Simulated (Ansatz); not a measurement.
Gas-phase electronic energies from Ansatz, PBE0-D4/def2-TZVP geometries. CCSD(T)/CBS is the MP2 limit (def2-TZVPP, def2-QZVPP) plus CCSD(T) − MP2 in def2-TZVPP, frozen cores. This one scheme is used for every species. Functionals use def2-TZVPP. HSE06 is defined as in plane-wave codes.

Reaction (substitution at a C–F bond): `CC(F)(F)Cl` + HCl → `CC(F)(Cl)Cl` + H–F

`CC(F)(F)Cl`:

Cartesian coordinates in Å:
```
C -0.418 -0.654 0.262
C 0.410 0.516 -0.174
F 0.825 1.233 0.882
F 1.512 0.110 -0.826
Cl -0.494 1.606 -1.255
H -1.296 -0.302 0.801
H 0.190 -1.280 0.918
H -0.730 -1.229 -0.608
```

HCl:

Cartesian coordinates in Å:
```
Cl 0.619 0.158 0.016
H -0.619 -0.158 -0.016
```

`CC(F)(Cl)Cl`:

Z-matrix (Å, degrees):
```
C
C 1 1.502
H 1 1.088 2 110.1
H 1 1.091 2 108.9 3 -120.2
H 1 1.091 2 108.9 3 120.2
F 2 1.348 1 110.1 3 180.0
Cl 2 1.776 1 111.1 3 -60.9
Cl 2 1.776 1 111.1 3 60.9
```

H–F:

Z-matrix (Å, degrees):
```
F
H 1 0.920
```

CCSD(T)/CBS gives +0.18 eV.

Task: Another level gave +0.38 eV. Which?
A. HSE06/def2-TZVPP
B. PBE-QIDH/def2-TZVPP
C. B97M-V/def2-TZVPP
D. SCS-MP2/def2-TZVPP

Result: C. B97M-V 0.38, HSE06 0.31, SCS-MP2/def2-TZVPP 0.22, PBE-QIDH 0.26 eV.

Largest T1 diagnostic among the species: 0.011.

Leaving LDA and LC-ωPBE aside and taking each functional with its dispersion term where it has one, the values, not all of them listed here, spread over 0.19 eV, from revPBE-D4 to B97M-V. In def2-TZVPP, CCSD(T) changes the Hartree–Fock value by −0.26 eV (the triples alone add −0.04 eV) and MP2 by −0.38 eV. At CCSD(T), def2-SVP lies +0.31 eV from the extrapolated value and def2-TZVPP +0.09 eV.
